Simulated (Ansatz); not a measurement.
The input, for Ansatz 0.2.0:

```yaml
crystal:
  periodic: [false, false, false]
  atoms:
    - {symbol: Hf, position_ang: [0.000000, 0.000000, 0.000000]}
    - {symbol: H, position_ang: [0.000000, 0.000000, -4.609350]}
    - {symbol: H, position_ang: [0.000000, 0.000000, 4.609350]}
basis:
  gaussian: {orbitals: def2-SVP}
correlation: {method: fic_mrcisd_q, electrons: valence, active_space: {window: {electrons: 2, orbitals: 2}, states: [{multiplicity: 1, irrep: T2g, weights: [1]}]}}
scf: {lower_state_search: off}
```

```sh
$ ansatz run in.yaml --threads 1 --pin off --events-out ev --progress --plain --max-ram 2393MiB
```

Q: What does the program do with this input?

A: Stopped by an error. The input was made wrong on purpose (irrep not in the group), so the run isn't a sound calculation of what was asked.
```
these checks for a lower state are left out or cut short: stability, starts, cluster_reference, orbital_swaps, neighbouring_geometries, increment
696 factors; integrals over basis functions are off by at most 2.1e-7 eV
mean field evaluation 1: about -1301.0683 eV, gradient 2.4e1 eV
mean field evaluation 2: about -1301.0689 eV, gradient 2.4e1 eV
mean field evaluation 4: about -1304.2019 eV, gradient 1.6e1 eV
mean field evaluation 8: about -1309.1000 eV, gradient 4.2e0 eV
mean field evaluation 16: about -1309.3746 eV, gradient 1.5e-6 eV
mean field -1309.37461428 eV, -48.1186295487 hartree, gradient 2.0e-6 eV, S^2 0.000000; 0 other end points of the search recorded, 0 dependent functions left out
reference -1309.37461428 eV, -48.1186295487 hartree; 7, 7 occupied and 35, 35 virtual orbitals, 696 factors
Error: the irrep T2g is not accepted for these orbitals, which take Ag, B3u, B2u, B1g, B1u, B2g, B3g, Au, or 1 to 8
```
